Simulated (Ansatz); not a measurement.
# AlBO (singlet): from Hartree-Fock to the top rungs, cc-pVDZ

How much of the correlation energy of AlBO (singlet) does each wave-function method recover here?

Computed with Ansatz 0.2.0, Gaussian basis. Level: cc-pVDZ, core rule «outside noble gas», up to 7 orbitals frozen.

To be run: UHF; CCSD(T) on RHF; BCCD(T) on RHF; CISD; CCSDT(Q) on RHF; CCSDTQ on RHF; CASSCF and MRCISD+Q, 12 electrons in 12 orbitals; CASSCF and NEVPT2, 12 electrons in 12 orbitals.

5 further runs of the same task are left out: 2 for a known fault of the program, 3 set aside as unsound or not needed.

### Step 1. The system

The geometry is a PBE0/def2-TZVP stationary point (not a proven minimum).

3 atoms, charge 0, spin multiplicity 1.

Atoms are counted from 1 here; the program's logs count them from 0.

Bond lengths: Al1–O2 1.757 Å, O2–B3 1.280 Å. Angles: Al1–O2–B3 180.0°.

### Step 2. UHF

Contents of in.yaml:

```yaml
crystal:
  periodic: [false, false, false]
  atoms:
    - {symbol: Al, position_ang: [0.000000, 0.000000, 1.597900]}
    - {symbol: O, position_ang: [0.000000, 0.000000, -0.158800]}
    - {symbol: B, position_ang: [0.000000, 0.000000, -1.439100]}
basis:
  gaussian: {orbitals: cc-pVDZ}
magnetization: {spin_polarized: true, initial_magnetization: 0}
hamiltonian: {xc: hf}
output: {orbitals: {seedname: orbitals}}
```

Launch:

```
ansatz run in.yaml --threads 1 --pin off --events-out ev --progress --plain --max-ram 2816MiB --backend cpu
```

After this run come: CCSD(T) on RHF; BCCD(T) on RHF; CISD; CCSDT(Q) on RHF; CCSDTQ on RHF; CASSCF and MRCISD+Q, 12 electrons in 12 orbitals; CASSCF and NEVPT2, 12 electrons in 12 orbitals.

Q: Predict the results of all the runs planned. Wanted: RCCSDTQ below the RHF energy; RMP2 from RCCSDTQ; RCCSD from RCCSDTQ; RCCSD(T) from RCCSDTQ; RCCSDT(Q) from RCCSDTQ; NEVPT2 valence from RCCSDTQ; MRCISD+Q valence from RCCSDTQ; T1 diagnostic; effectively unpaired electrons.

As calculated:

```
                         quantity                                 value
     RCCSDTQ below the RHF energy                            -8.6891 eV
                RMP2 from RCCSDTQ                           +1006.7 meV
               RCCSD from RCCSDTQ                            +290.9 meV
            RCCSD(T) from RCCSDTQ                             +40.6 meV
           RCCSDT(Q) from RCCSDTQ                              -2.1 meV
      NEVPT2 valence from RCCSDTQ                           +1319.0 meV
    MRCISD+Q valence from RCCSDTQ                            +129.2 meV
levels within 1 kcal/mol (43 meV)  RCCSD(T), BCCD(T), RCCSDT, RCCSDT(Q)
                    T1 diagnostic                                 0.017
   effectively unpaired electrons                                  0.09
```

**Reading.** RCCSD(T) misses by +40.6 meV, 0.5 % of the correlation energy. One determinant dominates. Of the multireference levels listed MRCISD+Q valence comes nearest in total energy (+129.2 meV), which doesn't show that its space is the better one. These misses are within one basis, not against nature.
